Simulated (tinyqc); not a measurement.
RHF in the sto-6g basis, for H2O, spin multiplicity 1, step by step. One step of it, computed by the program tinyqc.

Task: Iteration 9 (converged): orbitals. Diagonalise F' = X^T F X, C = X C', fill 5 alpha and 5 beta electrons from the bottom; D = 2 C_occ C_occ^T. Each column has its largest component positive (the first on a tie).

converged F (hartree), order 1O 1s, 1O 2s, 1O 2px, 1O 2py, 1O 2pz, 2H 1s, 3H 1s:
$$\begin{pmatrix}
-20.512987 & -4.962066 & 0.000000 & 0.000000 & -0.023502 & -0.764490 & -0.764490 \\
-4.962066 & -2.289221 & 0.000000 & 0.000000 & -0.053098 & -0.723209 & -0.723209 \\
0.000000 & 0.000000 & -0.384583 & 0.000000 & 0.000000 & 0.000000 & 0.000000 \\
0.000000 & 0.000000 & 0.000000 & -0.214178 & 0.000000 & -0.359661 & 0.359661 \\
-0.023502 & -0.053098 & 0.000000 & 0.000000 & -0.255494 & -0.278535 & -0.278535 \\
-0.764490 & -0.723209 & 0.000000 & -0.359661 & -0.278535 & -0.369090 & -0.181156 \\
-0.764490 & -0.723209 & 0.000000 & 0.359661 & -0.278535 & -0.181156 & -0.369090
\end{pmatrix}$$

X, order 1O 1s, 1O 2s, 1O 2px, 1O 2py, 1O 2pz, 2H 1s, 3H 1s:
$$\begin{pmatrix}
-0.356499 & 0.000000 & 0.726867 & 0.000000 & -0.605633 & 0.000000 & 0.201114 \\
1.013431 & 0.000000 & -0.260987 & 0.000000 & -0.273744 & 0.000000 & 0.473272 \\
0.000000 & 0.000000 & 0.000000 & 1.000000 & 0.000000 & 0.000000 & 0.000000 \\
0.000000 & 0.871201 & 0.000000 & 0.000000 & 0.000000 & 0.664935 & 0.000000 \\
0.411187 & 0.000000 & 0.662936 & 0.000000 & 0.653106 & 0.000000 & 0.193909 \\
-0.636225 & -0.730497 & -0.197280 & 0.000000 & 0.162706 & 0.396506 & 0.383248 \\
-0.636225 & 0.730497 & -0.197280 & 0.000000 & 0.162706 & -0.396506 & 0.383248
\end{pmatrix}$$

Give: F' = X^T F X; orbital energies; coefficients C; D after iteration 9.

Result:

F' = X^T F X (hartree):
$$\begin{pmatrix}
-0.436 & 0.000 & 2.494 & 0.000 & -2.002 & 0.000 & 0.685 \\
0.000 & 0.552 & 0.000 & 0.000 & 0.000 & 0.086 & 0.000 \\
2.494 & 0.000 & -8.835 & 0.000 & 8.643 & 0.000 & -4.338 \\
0.000 & 0.000 & 0.000 & -0.385 & 0.000 & 0.000 & 0.000 \\
-2.002 & 0.000 & 8.643 & 0.000 & -9.130 & 0.000 & 4.564 \\
0.000 & 0.086 & 0.000 & 0.000 & 0.000 & -0.533 & 0.000 \\
0.685 & 0.000 & -4.338 & 0.000 & 4.564 & 0.000 & -3.313
\end{pmatrix}$$

orbital energies (hartree): MO1 -20.516, MO2 -1.192, MO3 -0.540, MO4 -0.410, MO5 -0.385, MO6 0.404, MO7 0.559

coefficients C, order 1O 1s, 1O 2s, 1O 2px, 1O 2py, 1O 2pz, 2H 1s, 3H 1s:
$$\begin{pmatrix}
0.997 & -0.230 & 0.000 & 0.078 & 0.000 & 0.099 & 0.000 \\
0.014 & 0.906 & 0.000 & -0.431 & 0.000 & -0.622 & 0.000 \\
0.000 & 0.000 & 0.000 & 0.000 & 1.000 & 0.000 & 0.000 \\
0.000 & 0.000 & 0.595 & 0.000 & 0.000 & 0.000 & 0.921 \\
0.002 & 0.067 & 0.000 & 0.771 & 0.000 & -0.689 & 0.000 \\
-0.003 & 0.135 & 0.452 & 0.336 & 0.000 & 0.697 & -0.697 \\
-0.003 & 0.135 & -0.452 & 0.336 & 0.000 & 0.697 & 0.697
\end{pmatrix}$$

D after iteration 9, order 1O 1s, 1O 2s, 1O 2px, 1O 2py, 1O 2pz, 2H 1s, 3H 1s:
$$\begin{pmatrix}
2.106 & -0.457 & 0.000 & 0.000 & 0.094 & -0.014 & -0.014 \\
-0.457 & 2.015 & 0.000 & 0.000 & -0.543 & -0.046 & -0.046 \\
0.000 & 0.000 & 2.000 & 0.000 & 0.000 & 0.000 & 0.000 \\
0.000 & 0.000 & 0.000 & 0.707 & 0.000 & 0.538 & -0.538 \\
0.094 & -0.543 & 0.000 & 0.000 & 1.197 & 0.536 & 0.536 \\
-0.014 & -0.046 & 0.000 & 0.538 & 0.536 & 0.672 & -0.147 \\
-0.014 & -0.046 & 0.000 & -0.538 & 0.536 & -0.147 & 0.672
\end{pmatrix}$$
